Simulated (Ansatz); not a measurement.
Cobalt, hcp: convergence with the k-point mesh

Computed with Ansatz, r²SCAN, scalar-relativistic PAW, on the relaxed cell (a = 2.472 Å, c = 4.027 Å (c/a = 1.629); ferromagnetic, net 1.75 μB per atom). Errors count from a run at 500 eV on a Γ-centred 24×24×13 mesh with Fermi-Dirac smearing of 0.05 eV, extrapolated to zero width. Fixed here: cutoff 500 eV, Fermi-Dirac width 0.05 eV.

```csv
k-mesh,E(σ→0) error (meV/atom),P (GPa),sphere moment (μB),SCF iterations
2×2×1,338.2,-5.93,1.65,16
4×4×2,33.0,-1.69,1.81,16
5×5×3,-3.6,4.16,2.07,18
7×7×4,-0.4,1.53,1.97,17
9×9×5,6.6,-0.37,1.89,16
15×15×8,1.6,-1.36,1.85,17
21×21×11,-1.5,-0.94,1.87,16
```

Q: What does the run at 12×12×6 give (k-mesh)?

A: E(σ→0) error (meV/atom): -6.3; P (GPa): -0.72; sphere moment (μB): 1.89; SCF iterations: 16.

Within 5 meV/atom of the last row: from 12×12×6 on.
